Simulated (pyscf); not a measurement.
Structures and frequencies: ωB97X-D3(BJ)/def2-SVP in PySCF.

### Question
How much does it cost (ΔH, 298 K, ωB97M-D3(BJ)/def2-TZVP) to split H₂N–Nb(OH)(OH)(Cl)–Cl at its N–Nb bond into NH₂• + [HO–Nb(OH)(Cl)–Cl]•?

### Answer
N–Nb to NH₂• + [HO–Nb(OH)(Cl)–Cl]•: 69.7 kcal/mol. The 7 functionals that were run give +69.7 (ωB97M-D3(BJ)/def2-TZVP) to +78.3 kcal/mol (PBE). The radicals are drawn with the spin at the cut bond; how far it spreads was not checked. Other isomers of [HO–Nb(OH)(Cl)–Cl]• were not searched in full and may lie lower. Open-shell species with a d-block atom are single-reference here; other states, and whether the spin sits on metal or ligand, were not checked. Elements past Kr carry the def2 core potentials, without spin-orbit coupling.
